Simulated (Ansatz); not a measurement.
How far each method lies from UCCSDT(Q) for [H···H···F], doublet

Geometry: a point of a hydrogen-transfer path between rigid fragments, not a stationary point.

```xyz
3

H     0.0000    0.0000   -0.9603
H     0.0000    0.0000   -0.2153
F     0.0000    0.0000    1.1757
```

Basis cc-pVTZ; Ansatz 0.2.0. Only valence electrons are correlated (noble-gas cores frozen), which leaves 9 electrons in 57 orbitals. Prefix R: restricted or restricted open-shell reference; prefix U: unrestricted. Active spaces: pair = (3e, 3o) about the gap; valence = (9e, 6o) chosen from the atoms' valence shells.

Full CI isn't at hand for all of this; UCCSDT(Q) serves as the reference, and is uncertain by about the last step of the cluster series. The frozen core follows each run's orbitals, which can shift R against U totals by a few meV.

For open shells CISD is restricted-active-space CI with the open shells as a complete middle space.

The UHF ⟨S²⟩ is 0.769 and the T1 diagnostic (RCCSD) is 0.0414. The largest doubles amplitude (RCCSD) is 0.061. The T1 diagnostic (UCCSD) is 0.0295.

```json
{"level": "RHF", "E − E(UCCSDT(Q)) (kJ/mol)": "738.4", "share of correlation (%)": "0.00", "wall time": "–"}
{"level": "UHF", "E − E(UCCSDT(Q)) (kJ/mol)": "717.7", "share of correlation (%)": "2.80", "wall time": "–"}
{"level": "RMP2", "E − E(UCCSDT(Q)) (kJ/mol)": "73.6", "share of correlation (%)": "90.04", "wall time": "–"}
{"level": "UMP2", "E − E(UCCSDT(Q)) (kJ/mol)": "70.6", "share of correlation (%)": "90.43", "wall time": "–"}
{"level": "CISD", "E − E(UCCSDT(Q)) (kJ/mol)": "50.0", "share of correlation (%)": "93.22", "wall time": "3.3 s"}
{"level": "RCCSD", "E − E(UCCSDT(Q)) (kJ/mol)": "15.9", "share of correlation (%)": "97.85", "wall time": "–"}
{"level": "UCCSD", "E − E(UCCSDT(Q)) (kJ/mol)": "15.5", "share of correlation (%)": "97.90", "wall time": "–"}
{"level": "RCCSD(T)", "E − E(UCCSDT(Q)) (kJ/mol)": "1.7", "share of correlation (%)": "99.77", "wall time": "2 s"}
{"level": "UCCSD(T)", "E − E(UCCSDT(Q)) (kJ/mol)": "1.5", "share of correlation (%)": "99.79", "wall time": "1.8 s"}
{"level": "BCCD(T)", "E − E(UCCSDT(Q)) (kJ/mol)": "1.4", "share of correlation (%)": "99.81", "wall time": "2.8 s"}
{"level": "RCCSDT", "E − E(UCCSDT(Q)) (kJ/mol)": "0.6", "share of correlation (%)": "99.92", "wall time": "–"}
{"level": "UCCSDT", "E − E(UCCSDT(Q)) (kJ/mol)": "0.5", "share of correlation (%)": "99.93", "wall time": "–"}
{"level": "RCCSDT(Q)", "E − E(UCCSDT(Q)) (kJ/mol)": "0.1", "share of correlation (%)": "99.98", "wall time": "75 s"}
{"level": "CASSCF (pair space)", "E − E(UCCSDT(Q)) (kJ/mol)": "680.4", "share of correlation (%)": "7.86", "wall time": "–"}
{"level": "NEVPT2 (pair space)", "E − E(UCCSDT(Q)) (kJ/mol)": "58.4", "share of correlation (%)": "92.09", "wall time": "0.78 s"}
{"level": "CASSCF (valence space)", "E − E(UCCSDT(Q)) (kJ/mol)": "676.8", "share of correlation (%)": "8.34", "wall time": "–"}
{"level": "NEVPT2 (valence space)", "E − E(UCCSDT(Q)) (kJ/mol)": "111.2", "share of correlation (%)": "84.95", "wall time": "0.81 s"}
{"level": "MRCISD (valence space)", "E − E(UCCSDT(Q)) (kJ/mol)": "41.3", "share of correlation (%)": "94.41", "wall time": "–"}
{"level": "MRCISD+Q (valence space)", "E − E(UCCSDT(Q)) (kJ/mol)": "12.8", "share of correlation (%)": "98.26", "wall time": "1.5 s"}
```

The correlation energy at UCCSDT(Q), counted from RHF, is -7.653 eV. That run took 64 s on 1 thread of Arm Neoverse V1, shared host.

Times hold each run's SCF and search for its determinant on a shared host, so for small cases they say little of a method's own cost; they ran on 1 thread of Arm Neoverse V1.

Natural occupations of CASSCF (valence space) about the gap: 2.000 2.000 1.999 1.971 1.001 0.029; effectively unpaired electrons, Σ n²(2−n)², 1.01.
